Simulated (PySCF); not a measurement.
SiNH8F, singlet: at the end structure of a reaction step.

The script, run.py:

```python
import json, numpy as np
from pyscf import gto, scf, dft, mp, cc
EV, BOHR = 27.211386245988, 0.529177210903
mol = gto.M(atom="""
Si -0.217906 1.403568 -0.817990
H -1.014082 -2.473392 -1.280993
H 0.700898 0.472697 -1.506841
H -0.578547 2.499778 -1.758472
H -1.460504 0.752712 -0.351618
H 1.031458 0.086929 1.731338
F 0.528087 2.140869 0.400188
H -0.719991 -1.913966 -0.881492
N 0.591355 -0.644151 1.185749
H 1.297313 -1.340749 0.981414
H -0.106893 -1.083899 1.772377
""", basis="sto-3g", charge=0, spin=0, max_memory=8670, verbose=0)
def mean_field(mol, dm=None):
    mf = scf.RHF(mol).density_fit()
    mf.conv_tol = 1e-9
    mf.kernel(dm0=dm)
    if not mf.converged: mf = mf.newton().run(mf.mo_coeff, mf.mo_occ)
    assert mf.converged
    return mf
def d4(mol):
    return 0.0, np.zeros((11, 3))
def energy_and_gradient(mol, dm=None):
    mf = mean_field(mol, dm); e, g = d4(mol)
    return mf, (mf.e_tot + e) * EV, (mf.nuc_grad_method().kernel()[:11] + g) * EV / BOHR
out = {}
mf = mean_field(mol); e = d4(mol)[0]
out.update(energy=(mf.e_tot + e) * EV, converged=True, dispersion=e * EV)
out['s2'] = mf.spin_square()[0]; out['nelec'] = mol.nelec
print(f"Total energy {out['energy']:.6f} eV, <S^2> {out['s2']:.4f}")
json.dump(out, open("out.json", "w"), default=float)
```

Command:

```bash
OMP_NUM_THREADS=4 python run.py
```

It printed (PySCF 2.14):

```
Total energy -12026.330848 eV, <S^2> 0.0000
```

Hardware: 4 CPU threads of an Intel Xeon, shared host. Wall time about 2.1 s.
